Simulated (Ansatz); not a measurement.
## SnH2⁺, doublet: reading a ladder of total energies

Geometry: a PBE0/def2-TZVP stationary point for this spin, not checked as a minimum.

```
atom   x (Å)   y (Å)    z (Å)
  Sn  0.0000  0.0000   0.0000
   H  0.0000  0.0000  -1.6554
   H  0.0000  0.0000   1.6554
```

Basis def2-TZVPP with its core potentials; Ansatz 0.2.0. Correlated methods freeze the noble-gas cores and the filled d shells of p-block atoms, which leaves 5 electrons in 69 orbitals. Prefix R: restricted or restricted open-shell reference. No spin–orbit coupling is included; scalar relativity enters through the core potentials alone.

Full CI is exact within this basis and frozen core; it isn't the basis-set limit.

Runs differ by some tens of microhartree through their thresholds and, for an open shell, their frozen cores, so steps under 0.03 kcal/mol mean nothing.

| level | total energy (hartree) |
| --- | --- |
| RHF | -214.154150 |
| RMP2 | -214.227931 |
| RCCSD | -214.247276 |
| RCCSD(T) | -214.249304 |
| RCCSDT | -214.249828 |
| RCCSDT(Q) | -214.249878 |
| full CI | -214.249851 |

What is the correlation energy at full CI, and what share of it do RMP2 and RCCSD(T) recover?

E(corr) = -214.249851 − (-214.154150) = -0.095701 hartree = -2.604 eV. RMP2: -0.073781 / -0.095701 = 77.10 %. RCCSD(T): -0.095154 / -0.095701 = 99.43 %.

By how many kcal/mol does RCCSD(T) miss full CI (1 hartree = 627.509 kcal/mol), and which steps make up the rest?

-214.249304 − (-214.249851) = 0.000547 hartree = 0.34 kcal/mol. Steps: RCCSDT − RCCSD(T) = -0.33, RCCSDT(Q) − RCCSDT = -0.03, full CI − RCCSDT(Q) = 0.02 kcal/mol. That is within 1 kcal/mol of the reference in this basis, which itself misses far more of the correlation at the basis-set limit.
